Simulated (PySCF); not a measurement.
Species: C3H4ClF.
Numbering: `[CH2:1]=[CH:2][C@H:3]([F:4])[Cl:5]` (hydrogens: H6, H7 on C1; H8 on C2; H9 on C3)

Structure used (PBE0-D3(BJ)/def2-SVP), in Å, numbered top down from 1:
```
atom  x, y, z in Å
C1     1.3732   -0.2464   -0.2899
C2     0.1974    0.3639   -0.4189
C3    -0.9639    0.0930    0.4745
F4    -0.6728   -0.8363    1.4079
Cl5   -2.3616   -0.4732   -0.5058
H6     1.5359   -0.9936    0.4903
H7     2.2035   -0.0168   -0.9612
H8     0.0174    1.1114   -1.1973
H9    -1.3186    1.0028    0.9844
```

Method used: PySCF, PBE0-D3(BJ)/def2-SVP geometry optimisation, gas phase.

Masses are those of the commonest isotopes; rigid-rotor values at the optimised geometry. The values belong to one conformer with, in the numbering `[CH2:1]=[CH:2][C@H:3]([F:4])[Cl:5]`, C1–C2–C3–F4 0°.

**Question.** Give the principal moments of inertia and the rotational constants in MHz.

**Answer.** Ia = 70.35, Ib = 183.20, Ic = 231.55 u·Å²; 505379 MHz·u·Å²/I gives A = 7184, B = 2759, C = 2183 MHz.

**Question.** What kind of rotor is it?

**Answer.** An asymmetric top. Ray's parameter κ = (2B − A − C)/(A − C) = -0.770; −1 is the prolate and +1 the oblate limit.

**Question.** Is it planar, by Δ = Ic − Ia − Ib?

**Answer.** Not planar: Δ = Ic − Ia − Ib = -22.01 u·Å². For a rigid frame Δ = −2 Σ m c², so Σ m c² = 11.00 u·Å² lies off the ab plane: 4.04 from hydrogen and 6.96 from heavier atoms. The atom farthest from that plane is 1.58 Å away.

**Question.** Predict some low-J microwave lines.

**Answer.** The dipole components are |μa| = 1.39 D, |μb| = 0.80 D, |μc| = 1.15 D. Intensities carry the squares of the components, which stand as 1.00 : 0.33 : 0.68 (a : b : c). Some lines, for components of 0.1 D or more:

```json
{"type": "a", "branch": "Q", "J(Ka,Kc)": "2(1,1) ← 2(1,2)", "MHz": "1728", "lower level (cm⁻¹)": "0.623"}
{"type": "c", "branch": "Q", "J(Ka,Kc)": "4(1,4) ← 4(0,4)", "MHz": "2467", "lower level (cm⁻¹)": "1.623"}
{"type": "b", "branch": "R", "J(Ka,Kc)": "2(0,2) ← 1(1,1)", "MHz": "5405", "lower level (cm⁻¹)": "0.312"}
{"type": "b", "branch": "Q", "J(Ka,Kc)": "2(1,1) ← 2(0,2)", "MHz": "5630", "lower level (cm⁻¹)": "0.493"}
{"type": "b", "branch": "Q", "J(Ka,Kc)": "4(1,3) ← 4(0,4)", "MHz": "8206", "lower level (cm⁻¹)": "1.623"}
{"type": "a", "branch": "R", "J(Ka,Kc)": "2(0,2) ← 1(0,1)", "MHz": "9830", "lower level (cm⁻¹)": "0.165"}
{"type": "b", "branch": "R", "J(Ka,Kc)": "3(0,3) ← 2(1,2)", "MHz": "10714", "lower level (cm⁻¹)": "0.623"}
{"type": "c", "branch": "Q", "J(Ka,Kc)": "4(2,3) ← 4(1,3)", "MHz": "11367", "lower level (cm⁻¹)": "1.897"}
{"type": "a", "branch": "R", "J(Ka,Kc)": "3(2,2) ← 2(2,1)", "MHz": "14824", "lower level (cm⁻¹)": "1.123"}
{"type": "b", "branch": "Q", "J(Ka,Kc)": "2(2,1) ← 2(1,2)", "MHz": "15003", "lower level (cm⁻¹)": "0.623"}
{"type": "a", "branch": "R", "J(Ka,Kc)": "3(2,1) ← 2(2,0)", "MHz": "15032", "lower level (cm⁻¹)": "1.125"}
{"type": "b", "branch": "Q", "J(Ka,Kc)": "3(2,2) ← 3(1,3)", "MHz": "15898", "lower level (cm⁻¹)": "1.087"}
{"type": "b", "branch": "Q", "J(Ka,Kc)": "4(2,3) ← 4(1,4)", "MHz": "17106", "lower level (cm⁻¹)": "1.705"}
{"type": "b", "branch": "R", "J(Ka,Kc)": "3(1,3) ← 2(0,2)", "MHz": "17830", "lower level (cm⁻¹)": "0.493"}
{"type": "a", "branch": "R", "J(Ka,Kc)": "4(1,4) ← 3(1,3)", "MHz": "18516", "lower level (cm⁻¹)": "1.087"}
{"type": "c", "branch": "Q", "J(Ka,Kc)": "3(3,1) ← 3(2,1)", "MHz": "23336", "lower level (cm⁻¹)": "1.626"}
{"type": "b", "branch": "Q", "J(Ka,Kc)": "3(3,0) ← 3(2,1)", "MHz": "23339", "lower level (cm⁻¹)": "1.626"}
{"type": "b", "branch": "Q", "J(Ka,Kc)": "4(3,2) ← 4(2,3)", "MHz": "23734", "lower level (cm⁻¹)": "2.276"}
{"type": "b", "branch": "R", "J(Ka,Kc)": "3(2,1) ← 2(1,2)", "MHz": "30087", "lower level (cm⁻¹)": "0.623"}
{"type": "b", "branch": "R", "J(Ka,Kc)": "4(2,3) ← 3(1,2)", "MHz": "32170", "lower level (cm⁻¹)": "1.203"}
{"type": "b", "branch": "R", "J(Ka,Kc)": "4(2,2) ← 3(1,3)", "MHz": "36385", "lower level (cm⁻¹)": "1.087"}
{"type": "c", "branch": "R", "J(Ka,Kc)": "3(3,0) ← 2(2,0)", "MHz": "38371", "lower level (cm⁻¹)": "1.125"}
{"type": "b", "branch": "R", "J(Ka,Kc)": "4(4,1) ← 3(3,0)", "MHz": "52762", "lower level (cm⁻¹)": "2.405"}
```

PBE0-D3(BJ)/def2-SVP frequencies: not computed here. Zero-point vibration and centrifugal distortion are left out. Quadrupole hyperfine structure (35Cl) is left out.
